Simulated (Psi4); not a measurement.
# r2SCAN/def2-TZVP run of CH5B (BH2Me)

What is the vertical ionisation energy of CH5B (BH2Me) at r2SCAN/def2-TZVP? 

Program for the calculation: Psi4 1.11.

**1. The system as given**

The species is CH5B (7 atoms), meant as a singlet with charge 0. SMILES: `[H]B([H])C`. The coordinates come from a GFN2-xTB relaxation.

Bond lengths: B1–C4 1.565 Å, B1–H2 1.170 Å, B1–H3 1.170 Å, C4–H5 1.093 Å, C4–H6 1.087 Å, C4–H7 1.088 Å. Angles: B1–C4–H5 107.0°, B1–C4–H6 114.5°, B1–C4–H7 113.9°, H2–B1–C4 120.0°, H3–B1–C4 120.6°, H5–C4–H6 106.4°, H5–C4–H7 105.8°, H6–C4–H7 108.6°, H2–B1–H3 119.4°.

**2. Energy and gradient at r2SCAN/def2-TZVP**

input.inp reads:

```
memory 1600 MB

molecule {
  B      0.444840     0.781100     0.006260
  H      1.614940     0.782320     0.008990
  H     -0.129680     1.798100    -0.061390
  C     -0.337160    -0.573970     0.039720
  H     -0.405600    -0.929380    -0.991140
  H     -1.358290    -0.496260     0.405500
  H      0.170950    -1.361910     0.592050
  units angstrom
  symmetry c1
  no_reorient
  no_com
}

set globals {
  basis                def2-TZVP
  puream               true
  e_convergence        1e-09
  d_convergence        1e-08
  scf_type             pk
  dft_radial_points    99
  dft_spherical_points 590
}

result, w = gradient("r2scan", return_wfn=True)
oeprop(w, "WIBERG_LOWDIN_INDICES", "LOWDIN_CHARGES", "DIPOLE")
```

Started as:

```sh
$ psi4 -i input.inp -o input.out -n 1
```

input.out:

```text
[...]
  Running in c1 symmetry.
[...]
  Nuclear repulsion =   31.931012594416508
[...]
  Multiplicity = 1
[...]
  Nalpha       = 8
  Nbeta        = 8
[...]
    Number of basis functions: 92
[...]
   @RKS iter   1:   -65.58214654930678   -3.37112e-01   8.66241e-03 ADIIS/DIIS
[...]
   @RKS iter  11:   -65.90927619609438   -9.94760e-13   8.89979e-10 DIIS
[...]
    Orbital Energies [Eh]
    ---------------------
    Doubly Occupied:
       1A    -10.009459     2A     -6.624553     3A     -0.670665
       4A     -0.454905     5A     -0.384934     6A     -0.374462
       7A     -0.304995     8A     -0.293707
[...]
  @RKS Final Energy:   -65.90927619609438
   => Energetics <=
    Nuclear Repulsion Energy =             31.9310125944165080
    One-Electron Energy =                -150.0178541244234225
    Two-Electron Energy =                  63.4818115205674118
    DFT Exchange-Correlation Energy =     -11.3042461866548773
    Empirical Dispersion Energy =           0.0000000000000000
    VV10 Nonlocal Energy =                  0.0000000000000000
    Total Energy =                        -65.9092761960943818
[...]
  -Total Gradient:
     Atom            X                  Y                   Z
    ------   -----------------  -----------------  -----------------
       1        0.010190707558     0.017853719454     0.000001976399
       2       -0.013331023887    -0.000803080638     0.000126619548
       3        0.005783729883    -0.011941198183     0.000967782148
       4       -0.002843421313    -0.007902910833    -0.006967683284
       5       -0.000397803338     0.001095560195     0.005626722055
       6        0.003499074697    -0.000950132425     0.000401095196
       7       -0.002904721415     0.002638383505    -0.000156607922
[...]
 Multipole Moments:
 ------------------------------------------------------------------------------------
     Multipole            Electronic (a.u.)      Nuclear  (a.u.)        Total (a.u.)
 ------------------------------------------------------------------------------------
 L = 1.  Multiply by 2.5417464519 to convert [e a0] to [Debye]
 Dipole X            :         -0.2968900            0.1768028           -0.1200873
 Dipole Y            :         -0.7070392            0.4810298           -0.2260094
 Dipole Z            :         -0.4504120            0.4225995           -0.0278125
 Magnitude           :                                                    0.2574388
[...]
```

Wall time 81 s (1 thread of AMD EPYC 7R43 (Zen 3), shared host); peak memory 0.83 GiB.

**3. The doublet cation**

ch5b.xyz reads:

```xyz
7
CH5B
B      0.444840     0.781100     0.006260
H      1.614940     0.782320     0.008990
H     -0.129680     1.798100    -0.061390
C     -0.337160    -0.573970     0.039720
H     -0.405600    -0.929380    -0.991140
H     -1.358290    -0.496260     0.405500
H      0.170950    -1.361910     0.592050
```

job.py reads:

```python
import psi4

psi4.set_memory(1600000000)
psi4.set_num_threads(1)
psi4.set_output_file('psi4.out', False)

with open('ch5b.xyz') as f:
    atoms = ''.join(f.readlines()[2:])
mol = psi4.geometry('1 2\n' + atoms + 'symmetry c1\nno_reorient\nno_com')

psi4.set_options({
    'basis': 'def2-TZVP',
    'reference': 'uks',
    'puream': True,
    'e_convergence': 1e-09,
    'd_convergence': 1e-08,
    'scf_type': 'pk',
    'dft_radial_points': 99,
    'dft_spherical_points': 590,
    'maxiter': 200,
})

result, w = psi4.gradient("R2SCAN", return_wfn=True)
psi4.oeprop(w, "QUADRUPOLE", "DIPOLE", "WIBERG_LOWDIN_INDICES")
print('gradient / Eh bohr^-1')
print(result.np.round(6))
print(f'energy = {w.energy():.10f} Eh')
```

Started as:

```sh
$ python job.py
```

psi4.out:

```text
[...]
  Running in c1 symmetry.
[...]
  Nuclear repulsion =   31.931012594416508
[...]
  Multiplicity = 2
[...]
  Nalpha       = 8
  Nbeta        = 7
[...]
    Number of basis functions: 92
[...]
   @UKS iter   1:   -65.23282697188046    1.22072e-02   7.82097e-03 DIIS/ADIIS
[...]
   @UKS iter  16:   -65.48370983773010   -4.39115e-12   7.25571e-09 DIIS
[...]
   @S^2 Observed:                7.561774332E-01
[...]
  @UKS Final Energy:   -65.48370983773010
   => Energetics <=
    Nuclear Repulsion Energy =             31.9310125944165080
    One-Electron Energy =                -145.3740968433374405
    Two-Electron Energy =                  58.9166800691134114
    DFT Exchange-Correlation Energy =     -10.9573056579225749
    Empirical Dispersion Energy =           0.0000000000000000
    VV10 Nonlocal Energy =                  0.0000000000000000
    Total Energy =                        -65.4837098377301032
[...]
  -Total Gradient:
     Atom            X                  Y                   Z
    ------   -----------------  -----------------  -----------------
       1        0.051892331109     0.106132418745    -0.006299285931
       2       -0.037585314408    -0.020417576196     0.001227956163
       3        0.004878380706    -0.043132581177     0.002684917402
       4       -0.037272174809    -0.061366458228     0.029457670284
       5        0.002274520358    -0.000791195197     0.008565496934
       6        0.018191269715     0.007091903622    -0.014784626694
       7       -0.002353886258     0.012471130264    -0.020860491772
[...]
 Multipole Moments:
 ------------------------------------------------------------------------------------
     Multipole            Electronic (a.u.)      Nuclear  (a.u.)        Total (a.u.)
 ------------------------------------------------------------------------------------
 L = 1.  Multiply by 2.5417464519 to convert [e a0] to [Debye]
 Dipole X            :          0.0720642            0.1768028            0.2488670
 Dipole Y            :          0.0008334            0.4810298            0.4818632
 Dipole Z            :         -0.3818577            0.4225995            0.0407417
 Magnitude           :                                                    0.5438629
 L = 2.  Multiply by 1.3450342976 to convert [e a0^2] to [Debye ang]
 Quadrupole XX       :        -28.7882195           22.6227293           -6.1654902
 Quadrupole XY       :        -15.8838562           16.9513671            1.0675109
[...]
```

On the terminal:

```text
gradient / Eh bohr^-1
[[ 0.051892  0.106132 -0.006299]
 [-0.037585 -0.020418  0.001228]
 [ 0.004878 -0.043133  0.002685]
 [-0.037272 -0.061366  0.029458]
 [ 0.002275 -0.000791  0.008565]
 [ 0.018191  0.007092 -0.014785]
 [-0.002354  0.012471 -0.02086 ]]
energy = -65.4837098377 Eh
```

It took 3.1 min on 1 thread of AMD EPYC 7R43 (Zen 3), shared host; peak memory 0.84 GiB.

**4. What came out**

At r2SCAN/def2-TZVP:

```
                                          quantity         value
                        singlet CH5B: total energy  -65.90928 Eh
                       singlet CH5B: dipole moment        0.65 D
                         singlet CH5B: HOMO energy      -7.99 eV
                         singlet CH5B: LUMO energy      -1.84 eV
                       singlet CH5B: HOMO–LUMO gap       6.15 eV
            singlet CH5B: largest force on an atom    1.057 eV/Å
                      doublet cation: total energy  -65.48371 Eh
doublet cation: HOMO energy (highest over α and β)     -15.85 eV
 doublet cation: LUMO energy (lowest over α and β)     -15.14 eV
                              doublet cation: ⟨S²⟩         0.756
          doublet cation: largest force on an atom    6.084 eV/Å
vertical ionisation energy (to the doublet cation)     11.580 eV
```

**Reading.** Removing an electron at fixed nuclei costs 11.58 eV (267 kcal/mol). The largest force (singlet CH5B) is 1.06 eV/Å: the shape isn't a stationary point for this species at this level. The negative HOMO energy of the first species, 7.99 eV, lies 3.59 eV below that difference.
